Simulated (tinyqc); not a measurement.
Inside a calculation. Method: RKS/B3LYP (VWN-RPA form) in the sto-3g basis, for H2F+, spin multiplicity 1. One step of it, computed by the program tinyqc.

Task: Iteration 2: diagonalisation and new density. Diagonalise F' = X^T F X, C = X C', fill 5 alpha and 5 beta electrons from the bottom; D = 2 C_occ C_occ^T. Each column has its largest component positive (the first on a tie).

extrapolated F (hartree), lower triangle:
```
             1F 1s      1F 2s     1F 2px     1F 2py     1F 2pz      2H 1s      3H 1s
1F 1s   -24.646013
1F 2s    -6.340740  -2.916089
1F 2px    0.000000   0.000000  -0.537197
1F 2py    0.000376   0.004186   0.000000  -0.565761
1F 2pz   -0.003228  -0.053492   0.000000   0.001853  -0.531849
2H 1s    -0.467444  -0.468255   0.000000  -0.222671  -0.145709  -0.533585
3H 1s    -0.512681  -0.507438   0.000000   0.239218  -0.155865  -0.100195  -0.553603
```

X, lower triangle:
```
            1F 1s      1F 2s    1F 2px     1F 2py     1F 2pz      2H 1s     3H 1s
1F 1s    1.022799
1F 2s   -0.128106   1.061454
1F 2px   0.000000   0.000000  1.000000
1F 2py   0.000255  -0.002301  0.000000   1.023893
1F 2pz  -0.002148   0.018032  0.000000  -0.000992   1.008276
2H 1s    0.010982  -0.109551  0.000000  -0.089802  -0.050757   1.033804
3H 1s    0.011868  -0.119806  0.000000   0.096199  -0.054984  -0.027517  1.039171
```

Give: F' = X^T F X; orbital energies; coefficients C; D after iteration 2.

Result:

F' = X^T F X (hartree), lower triangle:
```
         1       2       3       4       5       6       7
1  -24.189
2   -3.270  -1.774
3    0.000   0.000  -0.537
4    0.001   0.000   0.000  -0.513
5   -0.009  -0.023   0.000   0.000  -0.513
6   -0.024  -0.169   0.000  -0.153  -0.091  -0.444
7   -0.029  -0.183   0.000   0.163  -0.098  -0.027  -0.450
```

orbital energies (hartree): MO1 -24.657, MO2 -1.376, MO3 -0.695, MO4 -0.592, MO5 -0.537, MO6 -0.326, MO7 -0.238

coefficients C:
```
           MO1     MO2     MO3     MO4    MO5     MO6     MO7
1F 1s    0.994  -0.258  -0.007   0.059  0.000   0.063   0.006
1F 2s    0.023   0.985   0.032  -0.284  0.000  -0.340  -0.033
1F 2px   0.000   0.000   0.000   0.000  1.000   0.000   0.000
1F 2py   0.000  -0.005   0.710   0.038  0.000  -0.035   0.747
1F 2pz   0.001   0.063  -0.032   0.791  0.000  -0.624  -0.043
2H 1s   -0.003   0.072   0.381   0.371  0.000   0.666  -0.600
3H 1s   -0.003   0.080  -0.423   0.334  0.000   0.587   0.682
```

D after iteration 2, lower triangle:
```
         1F 1s   1F 2s  1F 2px  1F 2py  1F 2pz   2H 1s  3H 1s
1F 1s    2.118
1F 2s   -0.496   2.107
1F 2px   0.000   0.000   2.000
1F 2py  -0.002   0.013   0.000   1.012
1F 2pz   0.063  -0.327   0.000   0.015   1.262
2H 1s   -0.004  -0.044   0.000   0.569   0.572   0.576
3H 1s   -0.002  -0.058   0.000  -0.576   0.565  -0.063  0.594
```
